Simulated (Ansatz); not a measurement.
Ideal-gas functions of C₂H₂OS (`O=C=CS`) at 500 K and 1 bar, from an Ansatz frequency run at PBE0-D4/def2-TZVP.

Molar mass 74.1 g/mol, point group C1 (symmetry number 1), electronic degeneracy 1, moments of inertia 17.161, 161.685, 175.447 u Å². Harmonic wavenumbers (cm⁻¹, unscaled): 165, 272, 559, 592, 596, 832, 964, 1128, 1321, 2247, 2646, 3219.

Use S(trans) = R[1.5 ln M + 2.5 ln T − 1.1517]; rotational temperatures θ = 24.2544 K / I; S(rot) = R[ln(√π/σ · √(T³/θAθBθC)) + 1.5]; for each mode x = 1.438777 ν̃/T, S = R[x/(eˣ − 1) − ln(1 − e⁻ˣ)] and H = RT x/(eˣ − 1); 1 cm⁻¹ = 0.0119627 kJ/mol; R = 8.31446 J/(mol·K).

Problem. By hand: the entropy, in J/(mol·K).

Solution. Translation 173.3. Rotation: θ = 1.4133, 0.15, 0.1382 K, giving 109.4. Vibration, mode by mode: 14.59, 10.56, 5.20, 4.82, 4.78, 2.79, 2.07, 1.42, 0.91, 0.10, 0.04, 0.01, in all 47.3. Electronic 0.0. Sum 330.0 J/(mol·K).

Problem. By hand: H − E and G − E in kJ/mol, counted from the electronic energy.

Solution. Zero-point energy ½ × 14541 × 0.0119627 = 87.0; thermal vibration 13.5; translation, rotation and pV give 4 RT = 16.6. H − E = 117.1 kJ/mol, and G − E = 117.1 − 500 × 330.0/1000 = -47.9 kJ/mol.

Vibration gives 14 % of the entropy. The sum counts one conformer and one mirror image; others add a mixing term.
